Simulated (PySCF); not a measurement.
Start geometry of `P[SiH2]Cl` from GFN2-xTB (Å):
```
atom  x, y, z in Å
P1     1.3557   -0.1781   -0.6713
Si2   -0.7666    0.2121    0.0270
Cl3   -1.9390   -1.2592   -0.7182
H4     1.5937   -1.2446    0.1398
H5     1.9058    0.7182    0.2171
H6    -1.2018    1.5008   -0.5282
H7    -0.9138    0.2217    1.4838
```

Q: What comes out of this run: PySCF 2.14.0, PBE0-D3(BJ)/def2-SVP geometry optimisation, gas phase?

A: 
```
atom  x, y, z in Å
P1    -0.1438   -1.2891   -1.8108
Si2   -2.2031   -0.8644   -0.9896
Cl3   -3.5008   -2.3119   -1.7043
H4     0.0764   -2.3724   -0.9045
H5     0.4491   -0.3223   -0.9360
H6    -2.6507    0.4661   -1.4904
H7    -2.2755   -0.8872    0.4993
```

The energy falls by 12.4 kJ/mol over 11 energy and gradient evaluations, the largest force component goes from 0.0349 to 2.7e-04 Eh/bohr, and the atoms move by 0.056 Å rms after alignment. The bond that changes most is P1–H4 (three-coordinate phosphorus to P–H hydrogen), which lengthens by 0.069 Å. Bonds longer at the end by more than 0.005 Å: 5 of 6; shorter: 1. Among the angles that change most is Si2–P1–H4, from 96.6° to 93.0°. Rotational constants go from 11797, 2380, 2054 to 11644, 2323, 2012 MHz. The orientation of the end geometry is arbitrary; only internal coordinates are fixed.

The run used 74 basis functions and 56 SCF cycles in all. Time: 16 s of wall time; peak memory 0.32 GiB. Hardware: Arm Neoverse V1, one thread (shared host).

No frequency check. The numbers are those of one conformer.
